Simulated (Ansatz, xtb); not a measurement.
**Isomers of C4H2F− in order of energy**

9 gas-phase structures of C4H2F−, found in a search over its isomers (lower ones may exist). Each was relaxed with GFN2-xTB:

A. `[H]/[C-]=C\C#CF`, a singlet
B. `[C-]#C/C=C\F`, a singlet
C. `[C-]#C/C=C/F`, a singlet
D. `F/C=C1[C-]=C\1`, a singlet
E. `[C-]#CC(=C)F`, a singlet
F. `C#C/C=[C-]\F`, a singlet
G. `C#C/C=[C-]/F`, a singlet
H. `F/C=C1[C-]=C/1`, a singlet
I. `C=C=C=[C-]F`, a singlet

Question: Make a reasoned guess at their ranking by r2SCAN-D4/def2-SVPD single-point energy.

Answer: Calculated order at r2SCAN-D4/def2-SVPD: E (0.0), C (27.4), B (30.4), I (65.7), G (76.3), F (78.8), H (98.2), D (105.1), A (217.7) kJ/mol. Less than 1 kcal/mol parts C and B; G and F, so the order within those pairs means little.

Energies above the lowest of each column, in kJ/mol; the last columns are at B3LYP-D3(BJ)/def2-SVPD geometries and were run for some of them only (a dash: not run or not comparable):

| structure | GFN2-xTB | HF/STO-3G | r2SCAN-D4/def2-SVPD | B3LYP-D3(BJ)/def2-SVPD | CCSD(T)/def2-SVPD + ΔMP2/def2-TZVPPD |
| --- | --- | --- | --- | --- | --- |
| E | 0.0 | 0.0 | 0.0 | 0.0 | 0.0 |
| C | 11.4 | 27.5 | 27.4 | 24.6 | 23.8 |
| B | 29.3 | 32.1 | 30.4 | 29.0 | 28.6 |
| I | 13.9 | 78.0 | 65.7 | 62.3 | – |
| G | 19.9 | 60.3 | 76.3 | 67.2 | – |
| F | 25.1 | 60.0 | 78.8 | – | – |
| H | 52.0 | 79.9 | 98.2 | – | – |
| D | 58.2 | 81.3 | 105.1 | – | – |
| A | 103.4 | 153.3 | 217.7 | – | – |

Every level run on E puts it lowest or level with the lowest. Some further structures that were screened fall inside this span and aren't listed. Frequencies (B3LYP-D3(BJ)/def2-SVPD) were run for B, C, E alone. ΔMP2 is the change of the MP2 energy from the smaller to the larger basis.

Over these structures GFN2-xTB departs from r2SCAN-D4/def2-SVPD by 24.8 kJ/mol on average once a common shift is removed. A GFN2-xTB relaxation took about 0.059 s and the r2SCAN-D4/def2-SVPD energy about 1.6 s on a shared host (Ansatz 0.2.0, xtb 6.7.1).
